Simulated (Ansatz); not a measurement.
**SiH2O (triplet): geometry optimisation**

Where does this start of SiH2O (triplet) end when it is relaxed?

The runs use Ansatz 0.2.0, Gaussian basis; UKS PBE0/def2-TZVP.

### Step 1. The system as given

4 atoms, charge 0, spin multiplicity 3.

Atoms are counted from 1 here; the program's logs count them from 0.

Bond lengths: Si1–O2 1.643 Å, Si1–H3 1.449 Å, O2–H4 0.958 Å. Angles: O2–Si1–H3 115.6°, Si1–O2–H4 121.7°.

Geometry (Å):

```
Si   -0.6044    0.0102   -0.0024
O     1.0351   -0.0725   -0.0737
H    -1.1464    1.2292    0.5627
H     1.5571   -0.3634    0.6753
```

The start was built by rule and, where that kept it together, relaxed with GFN2-xTB. Sticks and bond lists go by distance. 

### Step 2. The run

in.yaml reads:

```yaml
crystal:
  periodic: [false, false, false]
  atoms:
    - {symbol: Si, position_ang: [-0.604426, 0.010221, -0.002423]}
    - {symbol: O, position_ang: [1.035143, -0.072487, -0.073739]}
    - {symbol: H, position_ang: [-1.146431, 1.229193, 0.562747]}
    - {symbol: H, position_ang: [1.557103, -0.363384, 0.675260]}
basis:
  gaussian: {orbitals: def2-TZVP}
magnetization: {spin_polarized: true, initial_magnetization: 2}
hamiltonian: {xc: pbe0}
relax: {f_tol: 0.004, max_steps: 80}
```

Started as:

```
ansatz run in.yaml --threads 1 --pin off --events-out ev --progress --plain --max-ram 1740MiB
```

**Question.** What will these runs give? Wanted: energy gained; shift from the start; total energy; dipole moment; ⟨S²⟩.

As calculated:

| quantity | value |
| --- | --- |
| steps | 7 |
| energy gained | 0.037 eV |
| shift from the start (rms) | 0.061 Å |
| total energy | -9950.8199 eV |
| dipole moment | 1.40 D |
| ⟨S²⟩ | 2.003 |

In words: The bonds of the start are those of the end. Si1–H3 went from 1.449 to 1.497 Å. No vibrations were run, so this is a stationary point, not a proven minimum, and this spin need not be the ground state's.
